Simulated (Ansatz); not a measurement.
**FH₃NSi− (SMILES [NH-][SiH2]F): one structure at several levels**

An exercise on one series of results from a longer session: the logs are not shown, and one member is left open.

The runs use Ansatz 0.2.0, Gaussian basis; single points in def2-TZVPPD.

Cores are frozen in the correlated methods.

## Starting geometry

SMILES `[NH-][SiH2]F`, 6 atoms, charge -1, spin multiplicity 1.

Atoms are counted from 1 here; the program's logs count them from 0.

Bond lengths: N1–Si2 1.744 Å, N1–H4 1.165 Å, Si2–F3 1.441 Å, Si2–H5 1.526 Å, Si2–H6 1.476 Å. Angles: Si2–N1–H4 114.7°, N1–Si2–F3 118.4°, N1–Si2–H5 120.2°, N1–Si2–H6 108.0°, F3–Si2–H5 106.8°, F3–Si2–H6 101.4°, H5–Si2–H6 98.4°.

Coordinates:

```xyz
6
charge -1, multiplicity 1
N    -1.3712   -0.0179   -0.3337
Si    0.2905    0.0574    0.1914
F     0.7677   -0.9538    1.1009
H    -1.5707   -0.7517   -1.2161
H     1.4055    0.3026   -0.8208
H     0.4592    1.2807    1.0002
```

The first run:

The input, run/in.yaml:

```yaml
crystal:
  periodic: [false, false, false]
  atoms:
    - {symbol: N, position_ang: [-1.371200, -0.017900, -0.333700]}
    - {symbol: Si, position_ang: [0.290500, 0.057400, 0.191400]}
    - {symbol: F, position_ang: [0.767700, -0.953800, 1.100900]}
    - {symbol: H, position_ang: [-1.570700, -0.751700, -1.216100]}
    - {symbol: H, position_ang: [1.405500, 0.302600, -0.820800]}
    - {symbol: H, position_ang: [0.459200, 1.280700, 1.000200]}
basis:
  gaussian: {orbitals: "def2-TZVPPD.json"}
total_charge: -1
correlation: {method: ccsd_t}
output: {forces: true}
```

The basis file named in the input lies beside it (Basis Set Exchange, JSON).

The command line of these runs was not kept.

Among the steps run: CCSD(T)/def2-TZVPPD; PBE0-D4/def2-TZVPPD; wB97M-V/def2-TZVPPD; r2SCAN-D4/def2-TZVPPD; PBE-D4/def2-TZVPPD; revPBE-D4/def2-TZVPPD; BHLYP-D4/def2-TZVPPD.

One of the session's tables, all rows but one given; the rest of the session is left out.

```
   method  RMS force component (eV/Å)  angle to CCSD(T) forces (°)
  CCSD(T)                       3.670                    reference
  PBE0-D4                           ?                            ?
  wB97M-V                       3.716                          1.7
r2SCAN-D4                       3.638                          1.4
   PBE-D4                       3.739                          2.4
revPBE-D4                       3.791                          3.0
 BHLYP-D4                       3.606                          4.5
```

Estimate the missing values for PBE0-D4.

**Answer.** RMS force component (eV/Å): 3.651; angle to CCSD(T) forces (°): 2.1. In the column «RMS force component (eV/Å)» it lies between r2SCAN-D4 (3.638) and CCSD(T) (3.670).
